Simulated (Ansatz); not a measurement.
Cost against result

Saddle point of MgH3ClO, singlet (MgHCl ([MgH][Cl]) + H₂O → MgHClO ([OH][Mg][Cl]) + H₂; bonds formed: H2–H4; dative contacts that become bonds: Mg1–O5; bonds broken: Mg1–H2, H4–O5), PBE0-D4/def2-TZVP structure:

```
6
angstrom
Mg -0.3147 -0.4826 -0.6544
H -0.6269 1.3472 -0.3831
Cl -0.7743 -2.1431 -2.0003
H 0.0053 1.0305 0.4227
O 0.5861 0.0982 0.9132
H 1.1245 0.1499 1.7020
```

Barriers are electronic and count from the start structure reached by relaxing down the imaginary mode.

Ansatz 0.2.0; basis: as named in each row; cores frozen in the correlated methods. The outer core shell of Li, Na, Mg and K is correlated. The def2 sets are not built for correlating such inner shells, so the correlated values are less sure here. B3LYP uses VWN-RPA correlation. Extrapolation: Hartree–Fock as exp(−7.88 √X), correlation as X^−2.97.

Times are rough, for one single point on 2 threads of a shared host (AMD EPYC 7R43).

The estimate by CCSD(T) at an estimated basis limit (MP2 extrapolated from triple and quadruple zeta, plus CCSD(T) − MP2 in triple zeta) is 0.560 eV.

```tsv
method	basis	time (s)	barrier (eV)	method less estimate
HF	STO-3G	under 1	1.588	1.028
PBE-D4	STO-3G	under 1	0.482	-0.078
SPW92	def2-SVP	under 1	0.293	-0.267
PBE-D4	def2-SVP	under 1	0.422	-0.139
B3LYP-D4	6-31G	under 1	0.666	0.105
SPW92	def2-TZVPP	1	0.249	-0.311
PBE0-D4	def2-SVP	1	0.574	0.014
CCSD(T)	def2-SVP	2	0.723	0.163
BLYP-D4	def2-TZVPP	2	0.436	-0.125
PBE-D4	def2-TZVPP	2	0.380	-0.180
PBE0-D4	def2-TZVPP	3	0.513	-0.047
B3LYP-D4	def2-TZVPP	4	0.533	-0.028
BHLYP-D4	def2-TZVPP	4	0.693	0.133
CAM-B3LYP-D4	def2-TZVPP	4	0.561	0.001
wB97M-V	def2-SVP	4	0.661	0.100
r2SCAN-D4	def2-TZVPP	5	0.414	-0.146
r2SCAN0-D4	def2-TZVPP	6	0.527	-0.034
B2PLYP	def2-TZVPP	6	0.542	-0.018
PBE-QIDH	def2-TZVPP	6	0.575	0.014
RPA on PBE	def2-TZVPP	6	0.611	0.050
B97M-V	def2-TZVPP	7	0.657	0.097
MP2	def2-QZVPP	8	0.494	-0.066
wB97X-V	def2-TZVPP	10	0.601	0.041
wB97M-V	def2-TZVPP	10	0.610	0.050
CCSD(T)	def2-TZVPP	31	0.618	0.058
```

All methods are single points on the PBE0-D4 structures.

The T1 diagnostic stays at or below 0.011.

Labels in which every atom is bracketed show which atoms are joined, not bond orders.
